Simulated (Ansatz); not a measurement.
# SiH₅ (doublet): wave-function methods side by side at distance H1–H2 along a hydrogen transfer = 1.207 Å, cc-pVTZ

The task here is to estimate one member of a computed series from the others.

Method: cc-pVTZ, core rule «outside noble gas», up to 5 orbitals frozen; program: Ansatz 0.2.0, Gaussian basis.

To be run: UHF; CCSD(T) on ROHF; CCSD(T) on UHF; BCCD(T) on ROHF; CISD; CCSDT(Q) on ROHF; CCSDT(Q) on UHF; CASSCF and NEVPT2, 3 electrons in 3 orbitals; CASSCF and NEVPT2, 9 electrons in 9 orbitals.

**The geometry**

The geometry derives from fragments relaxed apart (PBE0/def2-TZVP) and kept rigid, so it is no stationary point. A hydrogen atom is moved between rigid fragments.

6 atoms, charge 0, spin multiplicity 2.

Atoms are counted from 1 here; the program's logs count them from 0.

Bond lengths: H2–Si3 1.625 Å, Si3–H4 1.486 Å, Si3–H5 1.486 Å, Si3–H6 1.486 Å. Angles: H2–Si3–H4 107.6°, H2–Si3–H5 107.6°, H2–Si3–H6 107.6°, H4–Si3–H5 111.3°, H4–Si3–H6 111.3°, H5–Si3–H6 111.3°.

As a file:

```xyz
6

H    -2.7375    0.0000    0.0000
H    -1.5305    0.0000    0.0000
Si    0.0945    0.0000    0.0000
H     0.5445   -1.4163    0.0000
H     0.5445    0.7081   -1.2265
H     0.5445    0.7081    1.2265
```

The first run:

Input file in.yaml:

```yaml
crystal:
  periodic: [false, false, false]
  atoms:
    - {symbol: H, position_ang: [-2.737457, 0.000000, -0.000002]}
    - {symbol: H, position_ang: [-1.530457, 0.000000, -0.000001]}
    - {symbol: Si, position_ang: [0.094543, 0.000000, 0.000000]}
    - {symbol: H, position_ang: [0.544517, -1.416253, 0.000000]}
    - {symbol: H, position_ang: [0.544517, 0.708126, -1.226511]}
    - {symbol: H, position_ang: [0.544516, 0.708127, 1.226511]}
basis:
  gaussian: {orbitals: cc-pVTZ}
magnetization: {spin_polarized: true, initial_magnetization: 1}
hamiltonian: {xc: hf}
output: {orbitals: {seedname: orbitals}}
```

Launch:

```console
ansatz run in.yaml --threads 1 --pin off --events-out ev --progress --plain --max-ram 2816MiB --backend cpu
```

Among the steps run: UHF; CCSD(T) on ROHF; CCSD(T) on UHF; BCCD(T) on ROHF; CISD; CCSDT(Q) on ROHF; CCSDT(Q) on UHF; CASSCF and NEVPT2, 3 electrons in 3 orbitals; CASSCF and NEVPT2, 9 electrons in 9 orbitals.

One of the session's tables, all rows but one given; the rest of the session is left out.

| method | from UCCSDT(Q) (meV) |
| --- | --- |
| ROHF | +5311.9 |
| UHF | +5178.3 |
| RMP2 | +1076.9 |
| UMP2 | +1064.5 |
| CISD | +474.6 |
| RCCSD | +156.5 |
| UCCSD | +153.1 |
| RCCSD(T) | +29.0 |
| UCCSD(T) | +28.9 |
| BCCD(T) | +28.0 |
| RCCSDT | +4.0 |
| UCCSDT | +3.7 |
| RCCSDT(Q) | ? |
| UCCSDT(Q) | 0 |
| CASSCF pair | +4793.4 |
| NEVPT2 pair | +1052.7 |
| CASSCF valence | +3610.4 |
| NEVPT2 valence | +1110.0 |

**Question.** Estimate the row for RCCSDT(Q).

**Answer.** from UCCSDT(Q) (meV): +0.4. In the column «from UCCSDT(Q) (meV)» it lies between UCCSDT(Q) (0) and UCCSDT (+3.7).

Limits of these values: Restricted and unrestricted rows rest on different reference determinants; where their highest levels disagree by more than a few hundredths of an eV, they describe different states and don't form one ladder.
